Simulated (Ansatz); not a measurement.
Input for Ansatz (a first-principles code): U-B3LYP/def2-TZVPP on CH3O (SMILES C[O]), 2S+1 = 2, atoms moved off the minimum.

Ansatz 0.2 input:
```yaml
crystal:
  periodic: [false, false, false]
  atoms:
    - {symbol: C, position_ang: [-0.57248092, 0.07224214, 0.08849520]}
    - {symbol: O, position_ang: [0.76005809, -0.13315500, -0.07570859]}
    - {symbol: H, position_ang: [-0.92757508, 0.00577029, 1.11228980]}
    - {symbol: H, position_ang: [-0.79325223, 1.12574034, -0.28895640]}
    - {symbol: H, position_ang: [-1.16390337, -0.58795356, -0.64685780]}
basis:
  gaussian:
    orbitals: def2-TZVPP
hamiltonian:
  xc: {name: B3LYP}
magnetization: {spin_polarized: true, initial_magnetization: 1}
output: {forces: true}
```

Q: What total energy does the run end on?

A: -115.1029 hartree.

Q: How many basis functions does it have, and what does it roughly cost on one machine?

A: 104 functions; about 5 core-seconds (a rough figure).
